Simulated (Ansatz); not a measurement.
Results of HSE06 (plane waves, PAW; Ansatz, a program for electronic structure) for C (P6₃/mmc, No. 194, 12 atoms in the cell; start mp-606949).

Numerical settings: plane-wave cutoff 500 eV, 12×12×1 k mesh (along the axes of the cell as run), Fermi–Dirac smearing 0.05 eV, scalar-relativistic PAW data made under PBE.

Cell (relaxed with r²SCAN):

C is modelled in the hexagonal space group P6₃/mmc (No. 194), Pearson symbol hP12. Cell: a = b = 2.456 Å, c = 29.647 Å, α = β = 90.00°, γ = 120.00°. C1 on 4f sees 3 C at 1.418 Å (trigonal planar). C2 on 4f has 3 C at 1.418 Å (trigonal planar). C3 on 2b sees 3 C at 1.418 Å (trigonal planar). C4 on 2d is coordinated by 3 C at 1.418 Å (trigonal planar). (Neighbours: up to the widest gap in distance over summed covalent radii, below 1.35, at either atom.)

### Question
Estimate the band gap that the calculation returns.

### Answer

- band gap = 0.01 eV (under three smearing widths, so not firm)

Note: exact exchange on metals is sensitive to the k mesh and can open a false gap; cell and atoms aren't relaxed at this level (largest force component 0.03 eV/Å, pressure -1.3 GPa).

Computed values are for the static lattice.

It cost about 2.6 core-minutes (a rough figure) of CPU time.

A start named mp-… is a Materials Project structure, which need not be a measured phase.
